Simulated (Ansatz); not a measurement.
Pyrite RuS2 was calculated with PBE-D4 (PAW; Ansatz, an electronic-structure program).

Settings: plane-wave cutoff 520 eV, 6×6×6 k mesh, Fermi–Dirac smearing 0.01 eV, no spin polarisation, scalar-relativistic PAW data made under PBE.

Cell (relaxed at this level):

```yaml
crystal:
  lattice:
    - [5.60159, 0.00000, 0.00000]
    - [0.00000, 5.60159, 0.00000]
    - [0.00000, 0.00000, 5.60159]
  atoms:
    - { symbol: Ru, position: [0.00000, 0.50000, 0.50000] }
    - { symbol: Ru, position: [0.50000, 0.00000, 0.50000] }
    - { symbol: Ru, position: [0.00000, 0.00000, 0.00000] }
    - { symbol: Ru, position: [0.50000, 0.50000, 0.00000] }
    - { symbol: S, position: [0.61329, 0.88671, 0.11329] }
    - { symbol: S, position: [0.11329, 0.61329, 0.88671] }
    - { symbol: S, position: [0.61329, 0.61329, 0.61329] }
    - { symbol: S, position: [0.38671, 0.38671, 0.38671] }
    - { symbol: S, position: [0.88671, 0.11329, 0.61329] }
    - { symbol: S, position: [0.88671, 0.38671, 0.11329] }
    - { symbol: S, position: [0.11329, 0.88671, 0.38671] }
    - { symbol: S, position: [0.38671, 0.11329, 0.88671] }
```

Question: Give the computed bulk modulus B0, band gap, smallest direct gap on the k points sampled and pressure derivative B′ of the bulk modulus.

Answer: 
* **bulk modulus B0**: 187 GPa
* **band gap**: 0.58 eV
* **smallest direct gap on the k points sampled**: 0.82 eV
* **pressure derivative B′ of the bulk modulus**: 4.9

Note: the bulk modulus comes from volumes at which shape and atoms were relaxed.

Spin–orbit coupling is not included.

Static lattice: no zero-point or thermal effects.
